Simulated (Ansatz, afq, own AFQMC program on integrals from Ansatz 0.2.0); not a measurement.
Integrals from Ansatz 0.2.0, then the random walk in our own AFQMC program (afq).

```yaml
crystal:
  periodic: [false, false, false]
  atoms:
    - {symbol: Sb, position_ang: [0.000000, 0.000000, 0.000000]}
    - {symbol: H, position_ang: [0.000000, 0.000000, 1.871000]}
basis:
  gaussian: {orbitals: def2-TZVP}
total_charge: 1
magnetization: {spin_polarized: true, initial_magnetization: 3}
correlation: {method: ccsd_t, electrons: outside_noble_gas, hamiltonian_folder: ham}
```

```sh
$ ansatz run in.yaml --threads 1 --pin off --events-out ev --progress --plain --max-ram 24576MiB --backend cuda --devices 0, --max-vram 18GiB
```

afq runs on the folder ham with

```
--method phaseless --trial cisd --walkers 4000 --populations 20 --least-time 60 --time-step 0.005 --steps-per-block 50 --equilibration-blocks 28 --max-blocks 4000 --target-error 0.00014 --factor-cut 1e-05 --start spin_pure --seed 8718 --release-times 0.24,0.51,0.99,1.62,2.4 --release-step 0.03 --release-every 3 --taylor-order 6
```

Times are imaginary, in 1/Eh. The walk had a cap of 142 s. With eight or more populations the least sampling time is a fifth of least-time, and the error comes from their spread. Filled inner d shells are frozen with the cores. Core potentials past Kr, no spin–orbit coupling.

afq prints:

```
orbitals 47  electrons 4 1  factors 384 of 517
reference energy -239.47898853 Eh
CCSD correlation -0.07102620 Eh in 12 cycles, weight of the determinant in the CISD state 0.9388
energy of the start -239.549891 Eh
 block  time / (1/Eh)  mean weight  energy / Eh
     1     0.250  0.9998  -239.550026
     2     0.500  0.9999  -239.550422
     3     0.750  1.0000  -239.550817
     4     1.000  0.9999  -239.551142
     5     1.250  1.0001  -239.551461
     8     2.000  0.9999  -239.552185
    11     2.750  0.9999  -239.552544
    14     3.500  1.0000  -239.552475
    17     4.250  1.0000  -239.552515
    20     5.000  1.0001  -239.552585
    22     5.500  1.0000  -239.552442
    23     5.750  1.0001  -239.552575
    26     6.500  1.0001  -239.552629
    29     7.250  1.0000  -239.552724
    32     8.000  0.9999  -239.552723
    35     8.750  1.0001  -239.552667
    38     9.500  0.9998  -239.552626
    41    10.250  1.0000  -239.552519
    44    11.000  1.0001  -239.552542
    47    11.750  1.0000  -239.552569
    49    12.250  1.0000  -239.552876
    50    12.500  1.0000  -239.552728
    53    13.250  1.0000  -239.552676
    56    14.000  1.0002  -239.552688
    59    14.750  1.0001  -239.552790
    62    15.500  1.0000  -239.552627
    65    16.250  1.0000  -239.552622
    68    17.000  1.0000  -239.552617
    71    17.750  1.0000  -239.552579
    74    18.500  1.0000  -239.552596
    77    19.250  1.0001  -239.552588
    78    19.500  0.9999  -239.552501
error from the spread of 20 populations
released: time / (1/Eh)  energy / Eh  error  mean overlap
  0.24  -239.552690  0.000030  0.9979
  0.51  -239.552704  0.000026  0.9979
  0.99  -239.552601  0.000089  0.9982
  1.62  -239.552703  0.000017  0.9994
  2.40  -239.552745  0.000017  0.9967
energy -239.552641 +/- 0.000032 Eh
(rows thinned)
```

The run passed its tests (sampling time, drift between the halves within three errors, error under three times the target), which doesn't prove that it has relaxed.

Against this walk (error 0.9 meV) on the same determinant: CCSD(T) 13.8 meV higher, CCSDT(Q) 2.8 meV lower, full CI 3.2 meV lower. The error is statistical and leaves out the bias of the constraint. Released to 2.40 1/Eh the energy lies 2.8 ± 1.0 meV (both errors) below the phaseless value, which shows part or all of the bias of the constraint, and full CI lies 0.4 meV below the released value.

Cautions: constraint bias not in the error; no spin-orbit coupling; inner d shell frozen; lower spins were not checked.

The walk took 26 s on 1 × NVIDIA H100 80GB HBM3 with 2 threads of AMD EPYC 7R13 Processor (Zen 3) (shared host) (the card was shared). The log's last line is the phaseless energy.

CCSDT and higher add their correlation energy to the determinant of the CCSD(T) run, since their own runs factorise the integrals more tightly (a shift of under 2 meV). A walk keeps the symmetry of its determinant, which the program's search chose and which needn't be the lowest solution, so a lower state of the same spin and another symmetry isn't excluded.
